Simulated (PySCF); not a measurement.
These are PBE-D3(BJ)/def2-TZVP // PBE0-D4/def2-TZVP (PySCF 2.14.0) values and carry that method's errors. All species are isolated molecules in the gas phase. 

Reference species (SMILES): `ClB(Cl)Cl` (neutral, multiplicity 1).

```json
{
  "S1 oscillator strength": "0.000",
  "LUMO": "-2.61 eV",
  "HOMO–LUMO gap": "5.04 eV",
  "HOMO": "-7.65 eV"
}
```

After one change: the S1 oscillator strength hardly moves; the LUMO goes up by 0.94 eV; the HOMO–LUMO gap goes up by 0.18 eV; the HOMO rises by 0.75 eV.

**Question.** Name the change that produced these shifts. The new species is one of these.
A) `CB(C)C`
B) `CB(C)Cl`
C) `CB(Cl)Cl`

**Answer.** B, `CB(C)Cl`
